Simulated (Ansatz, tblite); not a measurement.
**The cluster Li₂Cl₂+: one state, many levels**

An exercise on one series of results from a longer session: the logs are not shown, and one member is left open.

Program: Ansatz 0.2.0, Gaussian basis. Level of theory: as each input shows. These are calculated values, not measurements.

Plan: GFN1-xTB, GFN2-xTB, PBE-D4/def2-TZVP, r2SCAN-D4/def2-TZVP, CAM-B3LYP-D4/def2-TZVP, PBE-QIDH/def2-TZVP, ωB97X-V/def2-TZVP, BLYP-D4/def2-TZVP, B3LYP-D4/def2-TZVP, PBE+5HF/def2-TZVP, PBE+10HF/def2-TZVP, PBE+15HF/def2-TZVP, PBE+35HF/def2-TZVP, PBE+50HF/def2-TZVP, PBE-D4/def2-SVP, PBE0-D4/def2-SVP, HF/STO-3G, CCSD(T)/def2-TZVPP, MP2/def2-TZVP, RPA/def2-TZVP.

### The relaxed structure

The doublet was relaxed beforehand with PBE-D4/def2-TZVP. At that level it is the lowest of the isomers that a small search found.

4 atoms, charge 1, spin multiplicity 2.

Bond lengths: Li1–Cl3 2.315 Å, Li1–Cl4 2.319 Å, Li2–Cl3 2.319 Å, Li2–Cl4 2.315 Å. Angles: Cl3–Li1–Cl4 70.8°, Cl3–Li2–Cl4 70.8°, Li1–Cl3–Li2 109.2°, Li1–Cl4–Li2 109.2°.

Geometry (Å):

```
Li   -1.73778    0.53707   -0.50862
Li    1.73579   -0.54071    0.51101
Cl    0.07706   -0.77701   -1.09167
Cl   -0.07506    0.78066    1.08928
```

The ion is computed in the gas phase, without counter-ions or solvent.

PBE0-D4/def2-TZVP was run before; its log isn't repeated, and its numbers join the tables.

The first run:

Tight binding, by tblite at 300 K electronic temperature and without a spin-polarisation term:

```python
tblite.interface.Calculator('GFN1-xTB', numbers, positions, charge=1, uhf=1).singlepoint()
```

Tight binding, by tblite at 300 K electronic temperature and without a spin-polarisation term:

```python
tblite.interface.Calculator('GFN2-xTB', numbers, positions, charge=1, uhf=1).singlepoint()
```

start.molden holds the orbitals of an earlier run on this state, given as this run's starting guess.

in.yaml

```yaml
crystal:
  periodic: [false, false, false]
  atoms:
    - {symbol: Li, position_ang: [-1.737782, 0.537066, -0.508622]}
    - {symbol: Li, position_ang: [1.735789, -0.540712, 0.511007]}
    - {symbol: Cl, position_ang: [0.077058, -0.777009, -1.091669]}
    - {symbol: Cl, position_ang: [-0.075056, 0.780656, 1.089284]}
basis:
  gaussian: {orbitals: def2-TZVP, initial_orbitals: start.molden}
total_charge: 1
magnetization: {spin_polarized: true, initial_magnetization: 1}
hamiltonian: {xc: pbe, dispersion: d4}
scf: {omitted_lower_state_checks: [starts]}
output: {orbitals: {seedname: orbitals}}
```

The run is started by

```
ansatz run in.yaml --threads 4 --pin off --events-out ev --progress --plain --max-ram 3916MiB
```

Steps of the session up to this table: PBE-D4/def2-TZVP; r2SCAN-D4/def2-TZVP; CAM-B3LYP-D4/def2-TZVP; PBE-QIDH/def2-TZVP; ωB97X-V/def2-TZVP; BLYP-D4/def2-TZVP; B3LYP-D4/def2-TZVP; PBE+5HF/def2-TZVP; PBE+10HF/def2-TZVP; PBE+15HF/def2-TZVP; PBE+35HF/def2-TZVP; PBE+50HF/def2-TZVP; PBE-D4/def2-SVP; PBE0-D4/def2-SVP; HF/STO-3G; CCSD(T)/def2-TZVPP; MP2/def2-TZVP; RPA/def2-TZVP.

One table of the session follows, with a row left open; its other results are not shown here.

```
                 level  HOMO (eV)  LUMO (eV)  gap (eV)
             HF/STO-3G     -14.93      -4.90     10.03
       PBE-D4/def2-SVP     -11.76     -10.70      1.07
      PBE-D4/def2-TZVP     -11.84     -10.76      1.08
     BLYP-D4/def2-TZVP     -11.66     -10.63      1.03
   r2SCAN-D4/def2-TZVP     -12.26     -10.62      1.64
    B3LYP-D4/def2-TZVP     -13.01     -10.09      2.92
      PBE0-D4/def2-SVP     -13.28      -9.83      3.46
     PBE0-D4/def2-TZVP     -13.33      -9.84      3.49
CAM-B3LYP-D4/def2-TZVP     -14.68      -8.80      5.88
     ωB97X-V/def2-TZVP     -15.66      -7.84      7.81
     PBE+5HF/def2-TZVP     -12.14     -10.58      1.56
    PBE+10HF/def2-TZVP          ?          ?         ?
    PBE+15HF/def2-TZVP     -12.73     -10.21      2.52
    PBE+35HF/def2-TZVP     -13.93      -9.47      4.46
    PBE+50HF/def2-TZVP     -14.84      -8.91      5.93
```

**Question.** Estimate the row for PBE+10HF/def2-TZVP.

As computed: HOMO (eV): -12.44; LUMO (eV): -10.40; gap (eV): 2.04. In the column «HOMO (eV)» it lies between PBE+15HF/def2-TZVP (-12.73) and r2SCAN-D4/def2-TZVP (-12.26).
